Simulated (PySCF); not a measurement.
Exercise with solution: refractive index and permittivity of the vapour

ethanethiol (C2H6S), SMILES CCS.

Coordinates come from a ωB97X-D3(BJ)/def2-TZVP optimisation. Other conformers were not sampled.

PySCF with r2SCAN/def2-TZVPD gives a mean static polarisability of 49.7 bohr³ and a dipole moment of 1.72 D. Take an ideal gas at 298.15 K and 0.01 bar, whether or not the substance is that volatile.

Q: Work out n − 1 in the optical limit and the static ε − 1.

A: 
Polarisability volume α' = 49.7 × 0.148185 = 7.36 Å³. Number density N = p/kT = 2.43e-7 Å⁻³.
Dilute limit of Lorentz–Lorenz: n − 1 = 2π N α' = 1.1e-5.
Orientation term of Debye: μ²/(3kT) = 8.098 Å³ × μ²(D²) = 23.96 Å³.
ε − 1 = 4π N (α' + μ²/3kT) = 9.6e-5. Orientation of the dipole supplies 76 % of the static response; it can't follow optical fields. Vibrational polarisation and dispersion are left out.
